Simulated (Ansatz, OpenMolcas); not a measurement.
# SO (sulfur oxide): from total energies to a heat of formation

SO has 2 atoms, charge 0, and is taken as a triplet. As SMILES, `O=S`. Geometry: the measured bond length.

```xyz
2

O     0.0000    0.0000    0.0000
S     0.0000    0.0000    1.4811
```

Total energies at U-r2SCAN/def2-TZVPPD (OpenMolcas 26.06); the atoms run unrestricted:

```tsv
species	state	energy (Eh)
SO	triplet	-473.354360
O	triplet	-75.059277
S	triplet	-398.084171
```

Harmonic wavenumbers at UPBE0/aug-cc-pVTZ, in cm⁻¹: 1190.

Measured heats of formation of the gaseous atoms at 298.15 K, in kJ/mol: O 249.2, S 277.0. Spin-orbit lowering of the atoms at 298 K (mean of the ground term's levels less their thermal mean, from spectra), in kJ/mol: O 0.40, S 1.88. Take 1 Eh = 2625.50 kJ/mol, 1 cm⁻¹ = 0.0119627 kJ/mol, RT = 2.479 kJ/mol.

Work out the heat of formation of the gas at 298 K.


1. Electronic atomisation energy: (-75.059277) + (-398.084171) − (-473.354360) = 0.210912 Eh = 553.7 kJ/mol.
2. Zero-point energy: half the sum of the wavenumbers, 595 cm⁻¹ = 7.1 kJ/mol.
3. Thermal vibrational enthalpy, Σ hcν̃/(exp(hcν̃/kT) − 1): 0.0 kJ/mol. Translation, rotation and pV of a linear molecule: 3.5 RT = 8.7 kJ/mol.
4. The 2 free atoms carry 5/2 RT each: 12.4 kJ/mol.
5. Spin-orbit coupling lowers the free atoms by 0.40 + 1.88 = 2.3 kJ/mol.
6. Atomisation enthalpy at 298 K: 553.7 − 2.3 − 7.1 − 0.0 − 8.7 + 12.4 = 548.0 kJ/mol.
7. Sum of the atoms' heats of formation: 526.2 kJ/mol. Heat of formation: 526.2 − 548.0 = -21.8 kJ/mol.

No measured value is set beside it here. Anharmonicity and any spin-orbit splitting of the molecule are left out.
